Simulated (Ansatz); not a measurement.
Relaxing Ag2Pd

Theory: DFT PBE, scalar-relativistic, plane waves, PAW (Ansatz 0.2.0). Cutoff 420 eV, Γ-centred k mesh, Gaussian smearing, no spin polarisation in the final step.

The start puts Ag2Pd on the rutile structure type (P4_2/mnm, No. 136), with Pd in place of Ti, Ag in place of O, at a guessed volume.

```
CELL_PARAMETERS angstrom
5.60496 0.00000 0.00000
0.00000 5.60496 0.00000
0.00000 0.00000 3.61016
ATOMIC_POSITIONS crystal
Ag 0.30600 0.30600 0.00000
Ag 0.19400 0.80600 0.50000
Ag 0.69400 0.69400 0.00000
Ag 0.80600 0.19400 0.50000
Pd 0.00000 0.00000 0.00000
Pd 0.50000 0.50000 0.50000
```

Cell and atoms relax at zero pressure; the relaxation can't lower the symmetry of the start. After a coarse first stage the cell is made exact in the group found at 0.06 Å.

The zero of energy is the elements' standard structures at the same level; no fitted shifts are applied.

**Question.** What does it relax into?

**Answer.** It keeps P4_2/mnm (No. 136). The result has the rutile structure. Conventional cell: a = 5.663 Å, c = 4.503 Å. Ag is coordinated by 3 Pd at 2.60–2.65 Å and 1 Ag at 2.81 Å; Pd is coordinated by 6 Ag at 2.60–2.65 Å.

```xyz
6
Lattice="5.6626 0.0000 0.0000 0.0000 5.6626 0.0000 0.0000 0.0000 4.5033" Properties=species:S:1:pos:R:3 pbc="T T T"
Ag    1.8391    1.8391    0.0000
Ag    0.9922    4.6704    2.2517
Ag    3.8235    3.8235    0.0000
Ag    4.6704    0.9922    2.2517
Pd    0.0000    0.0000    0.0000
Pd    2.8313    2.8313    2.2517
```

**Question.** What are its volume, energy, density and gap?

**Answer.** The volume per atom is 24.07 Å³, the density is 7.41 g/cm³ and the energy over the elements is 0.60 eV/atom. The gap on the 8×8×8 mesh is 0 eV (a metal).

The final run used a 8×8×8 mesh on its 6-atom cell and 0.10 eV smearing. The k mesh leaves about 4 meV/atom of noise in metals. A structure relaxed within its symmetry needn't be a true minimum. The steps took roughly 5 core-minutes in all.